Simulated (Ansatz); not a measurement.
Basis sets compared for S₄⁻ (the lowest doublet isomer of a short search). The state is a doublet with charge -1. Geometry PBE-D4/def2-TZVPD. Ansatz on 4 threads of Arm Neoverse V2 on a shared host; times are rough, and most runs start from earlier orbitals.

```csv
atom,x (Å),y (Å),z (Å)
S1,1.665,0.230,-0.951
S2,-1.560,-0.740,-0.864
S3,1.024,0.579,0.879
S4,-1.129,-0.068,0.936
```

At PBE-D4/def2-SVPD, PBE-D4/def2-TZVPD the highest occupied level of the charge -1 doublet lies above zero (up to 0.19 eV). By energy differences its removal costs 2.41 eV (vertical, to the charge 0 singlet, at PBE-D4/def2-TZVPD); a positive level beside a positive removal energy at the same level points to self-interaction error. The structure comes from a short search, and lower isomers may exist.

```tsv
level	functions	energy (Eh)	HOMO (eV)	LUMO (eV)	wall time
PBE-D4/def2-SVPD	108	-1591.7149	0.14	0.64	1.6 s
PBE0-D4/def2-SVPD	108	-1591.8197	-1.04	1.10	2 s
```

(1) Estimate the rows for PBE-D4/def2-TZVPD, PBE0-D4/def2-TZVPD (with forces).

Answers

(1) 
```json
{"level": "PBE-D4/def2-TZVPD", "functions": "184", "energy (Eh)": "-1592.2613", "HOMO (eV)": "0.19", "LUMO (eV)": "0.71", "wall time": "2.7 s"}
{"level": "PBE0-D4/def2-TZVPD (with forces)", "functions": "184", "energy (Eh)": "-1592.3628", "HOMO (eV)": "-0.98", "LUMO (eV)": "1.20", "wall time": "6 s"}
```
